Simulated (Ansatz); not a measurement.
# SiH₄O (singlet): from Hartree-Fock to the top rungs at distance O1–H3 along a hydrogen transfer = 0.892 Å, cc-pVDZ

One table from this session's results is given with a row withheld; the runs are named, their logs left out.

The runs use Ansatz 0.2.0, Gaussian basis; cc-pVDZ, core rule «outside noble gas», up to 6 orbitals frozen.

Plan: UHF; CCSD(T) on RHF; CCSD(T) on UHF; BCCD(T) on RHF; CISD; CCSDT(Q) on RHF; CCSDT(Q) on UHF; CASSCF and MRCISD+Q, 2 electrons in 2 orbitals; CASSCF and NEVPT2, 2 electrons in 2 orbitals.

6 further runs of the same task are left out: 2 for a mislabelled method, 4 that didn't finish.

### What is computed

The geometry derives from fragments relaxed apart (PBE0/def2-TZVP) and kept rigid, so it is no stationary point. A hydrogen atom is moved between rigid fragments.

6 atoms, charge 0, spin multiplicity 1.

Atoms are counted from 1 here; the program's logs count them from 0.

Bond lengths: O1–H2 0.960 Å, O1–H3 0.892 Å, Si4–H5 1.526 Å, Si4–H6 1.526 Å. Angles: H2–O1–H3 105.1°, H5–Si4–H6 91.2°.

Set-up of the first run:

Contents of in.yaml:

```yaml
crystal:
  periodic: [false, false, false]
  atoms:
    - {symbol: O, position_ang: [-1.952795, 0.017219, 0.000000]}
    - {symbol: H, position_ang: [-2.202105, 0.943795, 0.000000]}
    - {symbol: H, position_ang: [-1.060795, 0.017219, 0.000000]}
    - {symbol: Si, position_ang: [1.106205, 0.017219, 0.000000]}
    - {symbol: H, position_ang: [1.718385, -0.857065, 1.090012]}
    - {symbol: H, position_ang: [1.718385, -0.857065, -1.090012]}
basis:
  gaussian: {orbitals: cc-pVDZ}
magnetization: {spin_polarized: true, initial_magnetization: 0}
hamiltonian: {xc: hf}
output: {orbitals: {seedname: orbitals}}
```

Started as:

```console
ansatz run in.yaml --threads 1 --pin off --events-out ev --progress --plain --max-ram 2393MiB
```

Among the steps run: UHF; CCSD(T) on RHF; CCSD(T) on UHF; BCCD(T) on RHF; CISD; CCSDT(Q) on RHF; CCSDT(Q) on UHF; CASSCF and MRCISD+Q, 2 electrons in 2 orbitals; CASSCF and NEVPT2, 2 electrons in 2 orbitals.

One of the session's tables, all rows but one given; the rest of the session is left out.

It belongs to the step «Misses and costs». 

| method | from RCCSDT(Q) (meV) |
| --- | --- |
| RHF | +9168.6 |
| UHF | ? |
| RMP2 | +1195.6 |
| UMP2 | +1337.4 |
| CISD | +1035.1 |
| RCCSD | +200.6 |
| UCCSD | +210.9 |
| RCCSD(T) | +37.9 |
| UCCSD(T) | +46.2 |
| BCCD(T) | +37.6 |
| RCCSDT | +16.2 |
| UCCSDT | +17.1 |
| RCCSDT(Q) | 0 |
| UCCSDT(Q) | +0.4 |
| CASSCF pair | +8635.3 |
| NEVPT2 pair | +1129.6 |
| MRCISD pair | +869.8 |
| MRCISD+Q pair | +118.4 |

Estimate the missing values for UHF.

The run gave: from RCCSDT(Q) (meV): +9095.6. In the column «from RCCSDT(Q) (meV)» it lies between CASSCF pair (+8635.3) and RHF (+9168.6).

Caveats from the session: Restricted and unrestricted rows rest on different reference determinants; where their highest levels disagree by more than a few hundredths of an eV, they describe different states and don't form one ladder.
